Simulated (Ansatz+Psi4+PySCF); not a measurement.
```yaml
atoms:
  - { symbol: N, position_ang: [0.0000, 0.0000, 0.4897] }
  - { symbol: F, position_ang: [0.0000, 1.2382, -0.1270] }
  - { symbol: F, position_ang: [1.0723, -0.6191, -0.1270] }
  - { symbol: F, position_ang: [-1.0723, -0.6191, -0.1270] }
```

Basis set: cc-pVTZ (spherical functions). Frozen core: 4 orbitals. Charge 0, multiplicity 1.

Computed with Ansatz (development build ahead of 0.2.0) and Psi4 1.11; each method stands on the lowest determinant of its kind that the runs found. Restricted open shells among the atoms or ions are ROHF, correlated in semicanonical orbitals with singles.

The vertical ionization energy (product with multiplicity 2 at the same shape, open shells in the same class of orbitals) of singlet NF3:

```
     method  ionization energy
RHF-CCSD(T)           13.58 eV
   RHF-CCSD           13.71 eV
        RHF           13.45 eV
```

Question: What does RHF-MP2 give?

Answer: 13.90 eV.
